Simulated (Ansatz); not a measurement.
# SiHCl (triplet): wave-function methods side by side at distance Cl1–H2 along a hydrogen transfer = 1.845 Å, cc-pVTZ

How much of the correlation energy of SiHCl (triplet) does each wave-function method recover here?

Program: Ansatz 0.2.0, Gaussian basis. Level of theory: cc-pVTZ, core rule «outside noble gas», up to 10 orbitals frozen. These are calculated values, not measurements.

To be run: UHF; CCSD(T) on ROHF; CCSD(T) on UHF; BCCD(T) on ROHF; CCSDT(Q) on ROHF; CCSDT(Q) on UHF; CASSCF and MRCISD+Q, 4 electrons in 4 orbitals; CASSCF and NEVPT2, 4 electrons in 4 orbitals; CASSCF and MRCISD+Q, 12 electrons in 9 orbitals; CASSCF and NEVPT2, 12 electrons in 9 orbitals.

## Step 1: What is computed

The geometry derives from fragments relaxed apart (PBE0/def2-TZVP) and kept rigid, so it is no stationary point. A hydrogen atom is moved between rigid fragments.

3 atoms, charge 0, spin multiplicity 3.

Atoms are counted from 1 here; the program's logs count them from 0.

Bond lengths: H2–Si3 1.667 Å.

As a file:

```tsv
atom	x (Å)	y (Å)	z (Å)
Cl1	0.0000	0.0000	-1.7857
H2	0.0000	0.0000	0.0593
Si3	0.0000	0.0000	1.7263
```

## Step 2: UHF

The input, in.yaml:

```yaml
crystal:
  periodic: [false, false, false]
  atoms:
    - {symbol: Cl, position_ang: [0.000000, 0.000000, -1.785667]}
    - {symbol: H, position_ang: [0.000000, 0.000000, 0.059333]}
    - {symbol: Si, position_ang: [0.000000, 0.000000, 1.726333]}
basis:
  gaussian: {orbitals: cc-pVTZ}
magnetization: {spin_polarized: true, initial_magnetization: 2}
hamiltonian: {xc: hf}
output: {orbitals: {seedname: orbitals}}
```

Started as:

```console
> ansatz run in.yaml --threads 1 --pin off --events-out ev --progress --plain --max-ram 2816MiB --backend cpu
```

The runs that follow: CCSD(T) on ROHF; CCSD(T) on UHF; BCCD(T) on ROHF; CCSDT(Q) on ROHF; CCSDT(Q) on UHF; CASSCF and MRCISD+Q, 4 electrons in 4 orbitals; CASSCF and NEVPT2, 4 electrons in 4 orbitals; CASSCF and MRCISD+Q, 12 electrons in 9 orbitals; CASSCF and NEVPT2, 12 electrons in 9 orbitals.

Before running them: what should the planned runs give, taken together? Wanted: UCCSDT(Q) below the RHF energy; RMP2 from UCCSDT(Q); UMP2 from UCCSDT(Q); RCCSD from UCCSDT(Q); RCCSD(T) from UCCSDT(Q); UCCSD(T) from UCCSDT(Q); RCCSDT(Q) from UCCSDT(Q); NEVPT2 pair from UCCSDT(Q); MRCISD+Q pair from UCCSDT(Q).

The runs gave:

| quantity | value |
| --- | --- |
| UCCSDT(Q) below the RHF energy | -8.9955 eV |
| RMP2 from UCCSDT(Q) | +1462.3 meV |
| UMP2 from UCCSDT(Q) | +1539.9 meV |
| RCCSD from UCCSDT(Q) | +401.1 meV |
| RCCSD(T) from UCCSDT(Q) | +60.1 meV |
| UCCSD(T) from UCCSDT(Q) | +62.9 meV |
| RCCSDT(Q) from UCCSDT(Q) | +1.5 meV |
| NEVPT2 pair from UCCSDT(Q) | +1422.6 meV |
| MRCISD+Q pair from UCCSDT(Q) | +205.7 meV |
| NEVPT2 valence from UCCSDT(Q) | +1904.7 meV |
| levels within 1 kcal/mol (43 meV) | RCCSDT, UCCSDT, RCCSDT(Q) |
| T1 diagnostic | 0.031 |
| effectively unpaired electrons | 2.04 |

RCCSD(T) lands +60.1 meV from the yardstick (0.7 % of the correlation energy). One determinant dominates. Of the multireference levels listed MRCISD+Q valence comes nearest in total energy (+187.6 meV), which doesn't show that its space is the better one. These misses are within one basis, not against nature; the frozen cores of restricted and unrestricted runs differ, which can shift their rows.
